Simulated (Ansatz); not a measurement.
Relaxation of Cl₂H₄Si (7 atoms, charge 0, multiplicity 1), to a largest force component of 0.02 eV/Å in at most 40 steps.

The calculation used UKS CAM-B3LYP-D4/6-31G (Ansatz 0.2.0).

```xyz
7
Properties=species:S:1:pos:R:3
Cl -0.264 -0.292 -2.408
H 0.493 -0.431 -3.434
Si -0.044 0.114 1.041
Cl -0.058 0.569 3.002
H 1.299 0.352 0.521
H -1.019 0.980 0.386
H -0.407 -1.291 0.892
```

**Question.** Where does it end, and by what steps?

**Answer.** The run converged. The force dipped under the threshold on the way, but the program's further checks kept it going. Limits of this set-up: no polarisation functions. After 9 steps the energy has fallen by 0.323 eV; H2 moved furthest, 0.40 Å.

```tsv
step	energy less start (eV)	largest force component (eV/Å)	accepted
0	0.0000	3.433	yes
1	-0.2996	0.255	yes
2	-0.3149	0.186	yes
3	-0.3118	0.408	no
4	-0.3184	0.073	yes
5	-0.3204	0.016	yes
6	-0.3205	0.228	yes
7	-0.3223	0.034	yes
8	-0.3225	0.005	yes
9	-0.3225	0.013	yes
```

```xyz
7
Properties=species:S:1:pos:R:3
Cl -0.410 -0.268 -2.533
H 0.720 -0.569 -3.135
Si -0.078 0.142 0.958
Cl 0.103 0.459 3.116
H 1.252 0.452 0.362
H -1.135 1.070 0.469
H -0.452 -1.285 0.762
```

Whether the end is a true minimum wasn't checked by a vibrational analysis.

Time of the run: 110 s on 1 thread of Intel(R) Xeon(R) Processor @ 2.50GHz (Skylake/Cascade Lake), on a shared host, peak memory 0.18 GiB.
